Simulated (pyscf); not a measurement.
**Concerted two-bond exchange: `[Cl][In]` [singlet] + `[SH2]` → `[S]=[In][Cl]` + `[H][H]`**

Gas phase, singlet surface, charge 0. Bonds broken: S3–H4, S3–H5. Bonds formed: In1–S3, H4–H5. Structures and frequencies: ωB97X-D3(BJ)/def2-SVP in PySCF.

Transition state (Å):

```xyz
5

In     1.0821     0.4479    -1.4698
Cl     2.9397     1.7749    -0.7531
S     -0.1228     0.2009     0.7722
H     -1.6800    -0.5327    -0.2525
H     -1.2680    -1.1887    -0.1030
```

One imaginary mode, 992i cm⁻¹; descent along it reached the two sides named, in the forms told below.

```
bond    change  reactant side (Å)  saddle  product side
------  ------  -----------------  ------  ------------
S3–H4   breaks              1.344   2.003           3.1
S3–H5   breaks              1.362   2.002           3.9
In1–S3   forms                3.1   2.557         2.191
H4–H5    forms              1.983   0.789         0.762
```

Electronic energies relative to the separated reactants (eV):

```tsv
level	barrier	reaction energy	reverse barrier
ωB97X-D3(BJ)/def2-TZVP	3.67	+0.84	2.83
r²SCAN/def2-TZVP	3.36	+0.88	2.48
B3LYP-D3(BJ)/def2-TZVP	3.41	+1.10	2.31
PBE0-D3(BJ)/def2-TZVP	3.51	+1.00	2.51
M06-2X/def2-TZVP	3.62	+0.90	2.72
ωB97M-D3(BJ)/def2-TZVP	3.77	+1.12	2.66
HF/def2-TZVP	4.29	+1.28	3.01
```

With ωB97M-D3(BJ)/def2-TZVP energies and thermal terms (ideal gas, 1 atm, RRHO with modes under 100 cm⁻¹ raised to 100, one conformer, R ln 2 for chiral ones without a mode under 150 cm⁻¹), in eV:

```
T (K)   ΔH‡   ΔG‡     ΔH     ΔG
-----  ----  ----  -----  -----
298    3.69  4.06  +1.05  +1.16
600    3.73  4.41  +1.10  +1.25
900    3.77  4.74  +1.14  +1.32
1200   3.79  5.06  +1.17  +1.37
```

On the reactant side the descent ends in a complex (not fully relaxed), 0.34 eV under the separated species and 4.00 eV under the saddle at ωB97X-D3(BJ)/def2-TZVP. The same reactants have a lower exit, to HS–In [singlet] + HCl (highest point, the separated products, at +0.71 eV at ωB97M-D3(BJ)/def2-TZVP, against +3.77 eV here). One saddle was located; it need not be the lowest between these sides. A restricted solution here is unstable towards spin polarisation, so biradical character is likely and single-reference numbers are less safe. Elements past Kr carry the def2 core potentials, without spin-orbit coupling.
